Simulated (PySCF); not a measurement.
## Ionisation energy of He by level of theory

He 1s2 (1S) → He⁺ 1s1 (2S), as a difference of total energies. All numbers are calculated (PySCF 2.14, the non-relativistic Hamiltonian (point nucleus), in cc-pVDZ). Correlated levels: valence: nothing frozen. The calculations carry no spin-orbit coupling.

```csv
method,ionisation energy (eV)
UHF,23.444
r2SCAN,24.571
PBE0,24.395
MP2 (valence),24.146
SCS-MP2 (valence),24.287
CCSD (valence),24.326
```

Question: How much does correlation contribute at MP2 (valence)?

Answer: 24.146 − (23.444) = 0.702 eV, measured against UHF.

Errors of the correlated levels include the incompleteness of this basis.

With two correlated electrons CCSD is exact in that space.

For comparison: 24.587 eV (measured; NIST Atomic Spectra Database, ionization energies).
